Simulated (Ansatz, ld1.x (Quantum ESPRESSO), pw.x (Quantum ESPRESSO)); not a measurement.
## caesium (Cs): does the PAW potential hold in the solid?

```json
{
  "Element": "caesium",
  "Generator": "ld1.x (Quantum ESPRESSO) 7.5",
  "Type": "PAW",
  "Functional": "PBEsol",
  "Relativity": "scalar-relativistic",
  "Frozen core": "[Kr] 4d10",
  "Valence charge": "9",
  "Reference configuration": "5s2 5p6 5d0 6s1 6p0",
  "Partial waves": "5s (bound): rcut 2.25, rcutus 2.40 bohr; 6s (bound): rcut 2.25, rcutus 2.40 bohr; 5p (bound): rcut 3.55, rcutus 3.85 bohr; 6p (bound, empty): rcut 3.55, rcutus 3.85 bohr; 5d (bound, empty): rcut 3.30, rcutus 4.30 bohr; 5d channel at 0.35 Ry: rcut 3.30, rcutus 4.30 bohr",
  "Local potential": "all-electron potential smoothed inside 3.55 bohr (lloc = -2)",
  "Core correction": "Bessel-smoothed model core inside 2.40 bohr",
  "Augmentation charge": "BESSEL, radius 2.00 bohr"
}
```

Atomic tests: cutoffs needed: 8 Ry and 10 Ry (the cutoffs (Ry, on a coarse ladder) from which the occupation-weighted sum of valence levels, in a spherical-Bessel basis at the reference potential, stays within 10 and 1 mRy of its value at 400 Ry); ghost test: no extra level below or beside the all-electron valence levels (s, p, d, f tested) (spherical-Bessel basis up to 400 Ry, 20 bohr box); configuration tests: test run stopped at test 4 of 7 (negative rho).

Crystal test: diamond Cs in pw.x 7.5, no spin, 8³ k-points, Fermi–Dirac smearing 0.01 Ry, cutoffs 40/320 Ry. The reference is all-electron LAPW (Ansatz 0.2.0) with the same functional, mesh and smearing; V0 and B0 come from Birch–Murnaghan fits to the pressures at five volumes. Errors are pseudo minus all-electron; Δ is the rms difference of the E(V) curves that follow from these fits, minima aligned, over ±6 % about the mean V0. Mesh and smearing are coarse, so the numbers serve the comparison and aren't converged zero-temperature values; the lattice is a test structure that the element need not adopt.

All-electron: a0 = 11.084 Å (V0 = 170.21 Å³/atom), B0 = 0.7 GPa.

**Question.** How far does the potential miss the all-electron equation of state?

**Answer.** mean pressure error (GPa): +0.00; a0 (Å): 11.088; a0 error (%): +0.04; B0 error (%): -0.1; Δ (meV/atom): 0.0. Atomic configuration tests: test run stopped at test 4 of 7 (negative rho).

```json
{"V (Å³/atom)": "162.141", "P all-electron (GPa)": "0.04", "P pseudo (GPa)": "0.04"}
{"V (Å³/atom)": "166.408", "P all-electron (GPa)": "0.02", "P pseudo (GPa)": "0.02"}
{"V (Å³/atom)": "170.675", "P all-electron (GPa)": "-0.00", "P pseudo (GPa)": "-0.00"}
{"V (Å³/atom)": "174.942", "P all-electron (GPa)": "-0.02", "P pseudo (GPa)": "-0.02"}
{"V (Å³/atom)": "179.209", "P all-electron (GPa)": "-0.03", "P pseudo (GPa)": "-0.03"}
```

**Question.** At the middle volume, how do free energy and pressure move when the wave cutoff is lowered (ecutrho held at 320 Ry)?

**Answer.**

```csv
cutoff (Ry),shift of F (meV/atom),shift of P (GPa)
18,+1.5,-0.01
24,+0.4,+0.00
32,+0.2,-0.00
```

The run at the middle volume (29 k-points, 15 iterations) took about 2.1 min on one core of a shared host (Neoverse-V2, 96 threads, 371 GiB, load 48).
